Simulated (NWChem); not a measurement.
**One shape, several levels: quartet PO**

Wanted: a comparison of 3 runs (UB3LYP/6-31G*, UM06-2X/cc-pVTZ, UPBE0/cc-pVTZ) of quartet PO. 

Program for the calculation: NWChem 7.3.0.

29 further runs of the same task are left out: 1 that didn't finish, 28 set aside as unsound or not needed. Runs told in other sessions of the task aren't counted.

### Step 1. The molecule

PO has 2 atoms, charge 0, and is taken as a quartet. SMILES of the parent species: `O=[P]`. Geometry: relaxed at PBE0-D4/def2-TZVP. That shape belongs to the parent species and isn't relaxed for this state.

Bond lengths: O1–P2 1.474 Å.

### Step 2. The energy at UB3LYP/6-31G(d) (Cartesian functions) (run 1)

Input file m1.xyz:

```xyz
2
OP B3LYP
O      0.000000     0.000000    -0.009450
P      0.000000     0.000000     1.464540
```

Input file m1.nw:

```
START m1
TITLE "OP B3LYP"
memory 2200 mb
charge 0
GEOMETRY units angstrom noautosym nocenter noautoz
  load m1.xyz
END
BASIS cartesian
  * library 6-31G*
END
DFT
  xc b3lyp
  mult 4
  grid xfine
  convergence energy 1e-08
  maxiter 100
  mulliken
  noprint "final vectors analysis"
END
TASK dft energy
```

Started as:

```sh
$ nwchem m1.nw > m1.out
```

Log:

```text
[...]
          Wavefunction type:  spin polarized.
          No. of atoms     :     2
          No. of electrons :    23
[...]
          Charge           :     0
          Spin multiplicity:     4
[...]
          AO basis - number of functions:    34
[...]
              XC Information
              --------------
                         B3LYP Method XC Potential
                     Hartree-Fock (Exact) Exchange  0.200
                        Slater Exchange Functional  0.800 local
                    Becke 1988 Exchange Functional  0.720 non-local
              Lee-Yang-Parr Correlation Functional  0.810
                  VWN I RPA Correlation Functional  0.190 local
[...]
 d= 0,ls=0.0,diis     1   -416.2983117268 -4.59D+02  2.27D-02  1.33D-01     0.6
[...]
 d= 0,ls=0.0,diis     9   -416.3697420090 -1.13D-09  1.66D-06  9.81D-09     4.5
[...]
         Total DFT energy =     -416.369742009006
      One electron energy =     -660.285975068122
           Coulomb energy =      232.657674862023
    Exchange-Corr. energy =      -31.822649870779
 Nuclear repulsion energy =       43.081208067873
[...]
      Total Density - Mulliken Population Analysis
     ---------------------------------------------
    Atom       Charge   Shell Charges
 -----------   ------   -------------------------------------------------------
    1 O    8     8.33   1.99  0.95  2.82  0.90  1.64  0.03
    2 P   15    14.67   2.00  1.99  5.97  1.31  2.09  0.39  0.83  0.08
[...]
      <S2> =      3.7565 (Exact =     3.7500)
[...]
```

It took 5.1 s on 1 thread of Intel Xeon at 2.60GHz (Ice Lake), shared host; peak memory 0.11 GiB.

### Step 3. The energy at UM06-2X/cc-pVTZ (run 2)

Input file run.py:

```python
from ase import Atoms
from ase.calculators.nwchem import NWChem

atoms = Atoms(['O', 'P'], positions=[
    [0.000000, -0.000000, -0.009450],
    [-0.000000, 0.000000, 1.464540],
])

calc = NWChem(
    label='op',
    theory='dft',
    memory='2200 mb',
    basis='cc-pVTZ',
    basispar='spherical bse',
    dft={'xc': 'm06-2x', 'mult': '4', 'grid': 'xfine', 'convergence': 'energy 1e-08', 'iterations': '100', 'mulliken': None},
    task='energy',
)
atoms.calc = calc

print("Total energy (eV):", round(atoms.get_potential_energy(), 6))
```

Started as:

```sh
$ export ASE_NWCHEM_COMMAND="nwchem PREFIX.nwi > PREFIX.nwo"
$ python run.py
```

Log:

```text
Total energy (eV): -11330.163539
```

The calculator wrote op.nwi:

```
title "op"

permanent_dir op

scratch_dir op

start op

geometry units angstrom nocenter noautosym noautoz
  O  0.0000000000000000e+00 -0.0000000000000000e+00 -9.4500000000000001e-03
  P  -0.0000000000000000e+00 0.0000000000000000e+00 1.4645400000000000e+00
end

memory 2200 mb

basis spherical bse noprint
   * library cc-pVTZ
end

dft
  xc m06-2x
  mult 4
  grid xfine
  convergence energy 1e-08
  iterations 100
  mulliken
end

task dft energy
```

op.nwo:

```text
Northwest Computational Chemistry Package (NWChem) 7.3.0
             --------------------------------------------------------

           Job information
           ---------------

    nwchem branch   = 7.3.0
    use scalapack   = T
    input           = op.nwi
    prefix          = op.
    data base       = op/op.db
    status          = startup
    nproc           =        1

           Memory information
           ------------------

[... 5 lines left out ...]
    hardfail = no
[... 34 lines left out ...]
            Nuclear Dipole moment (a.u.)
[... 55 lines left out ...]
          Convergence on density requested:  1.00D-05
[... 24 lines left out ...]
          Convergence aids based upon iterative change in
[... 29 lines left out ...]
 2-e energy   =     201.376267
[... 62 lines left out ...]
           Coulomb energy =      232.683793622802
[... 457 lines left out ...]
                     DFT Final Beta Molecular Orbital Analysis
[... 531 lines left out ...]
     Multipole analysis of the density
     ---------------------------------

     L   x y z        total         alpha         beta         nuclear
     -   - - -        -----         -----         ----         -------
     0   0 0 0     -0.000000    -13.000000    -10.000000     23.000000

     1   1 0 0     -0.000000      0.000000     -0.000000      0.000000
[... 8 lines of this table left out ...]
     2   0 0 2     -9.949224    -77.086313    -47.757890    114.894979

 Task  times  cpu:       25.4s     wall:       25.4s
 Total times  cpu:       25.4s     wall:       25.4s
```

Wall time 27 s (1 thread of Intel Xeon at 2.60GHz (Ice Lake), shared host); peak memory 0.11 GiB.

### Step 4. The energy at UPBE0/cc-pVTZ (run 3)

Input file struct.xyz:

```xyz
2
OP energy
O      0.000000     0.000000    -0.009450
P      0.000000     0.000000     1.464540
```

Input file run.py:

```python
from ase.io import read
from ase.calculators.nwchem import NWChem

molecule = read('struct.xyz')

calc = NWChem(
    label='struct',
    theory='dft',
    memory='2200 mb',
    basis='cc-pVTZ',
    basispar='spherical bse',
    dft={'xc': 'pbe0', 'mult': '4', 'grid': 'xfine', 'convergence': 'energy 1e-08', 'iterations': '100', 'mulliken': None},
    task='energy',
)
molecule.calc = calc

print("Total energy (eV):", round(molecule.get_potential_energy(), 6))
```

Started as:

```sh
$ export ASE_NWCHEM_COMMAND="nwchem PREFIX.nwi > PREFIX.nwo"
$ python run.py
```

Log:

```text
Total energy (eV): -11325.916686
```

The calculator wrote struct.nwi:

```
title "struct"

permanent_dir struct

scratch_dir struct

start struct

geometry units angstrom nocenter noautosym noautoz
  O  0.0000000000000000e+00 0.0000000000000000e+00 -9.4500000000000001e-03
  P  0.0000000000000000e+00 0.0000000000000000e+00 1.4645400000000000e+00
end

memory 2200 mb

basis spherical bse noprint
   * library cc-pVTZ
end

dft
  xc pbe0
  mult 4
  grid xfine
  convergence energy 1e-08
  iterations 100
  mulliken
end

task dft energy
```

struct.nwo:

```text
Northwest Computational Chemistry Package (NWChem) 7.3.0
             --------------------------------------------------------

           Job information
           ---------------

    nwchem branch   = 7.3.0
    use scalapack   = T
    input           = struct.nwi
    prefix          = struct.
    data base       = struct/struct.db
    status          = startup
    nproc           =        1

           Memory information
           ------------------

[... 5 lines left out ...]
    hardfail = no
[... 34 lines left out ...]
            Nuclear Dipole moment (a.u.)
[... 55 lines left out ...]
          Convergence on density requested:  1.00D-05
[... 25 lines left out ...]
          Convergence aids based upon iterative change in
[... 29 lines left out ...]
 2-e energy   =     201.376267
[... 62 lines left out ...]
           Coulomb energy =      232.621586730098
[... 457 lines left out ...]
                     DFT Final Beta Molecular Orbital Analysis
[... 533 lines left out ...]
     Multipole analysis of the density
     ---------------------------------

     L   x y z        total         alpha         beta         nuclear
     -   - - -        -----         -----         ----         -------
     0   0 0 0     -0.000000    -13.000000    -10.000000     23.000000

     1   1 0 0     -0.000000      0.000000     -0.000000      0.000000
[... 8 lines of this table left out ...]
     2   0 0 2    -10.400386    -77.112621    -48.182744    114.894979

 Task  times  cpu:       20.6s     wall:       20.6s
 Total times  cpu:       20.6s     wall:       20.6s
```

Run time: 22 s. Hardware: 1 thread of Intel Xeon at 2.60GHz (Ice Lake), shared host; peak memory 0.11 GiB.

### Step 5. Overview of the runs

| run | level | Cartesian functions | energy (Eh) | dipole moment (D) | ⟨S²⟩ | wall time |
| --- | --- | --- | --- | --- | --- | --- |
| 1 | UB3LYP/6-31G* (Cartesian functions) | yes | -416.369742 | 1.61 | 3.756 | 5.1 s |
| 2 | UM06-2X/cc-pVTZ | no | -416.375834 | 2.01 | 3.763 | 27 s |
| 3 | UPBE0/cc-pVTZ | no | -416.219765 | 1.59 | 3.760 | 22 s |

### Step 6. Results

```
                                 quantity          value
                      run 3: total energy  -416.21976 Eh
                     run 3: dipole moment         1.59 D
run 3: HOMO energy (highest over α and β)       -6.37 eV
                              run 3: ⟨S²⟩          3.760
```

The dipole moment (its size) runs from 1.59 D (UPBE0/cc-pVTZ) to 2.01 D (UM06-2X/cc-pVTZ). Totals of different functionals can't be ranked against each other. All runs together took 53 s, the longest 27 s.
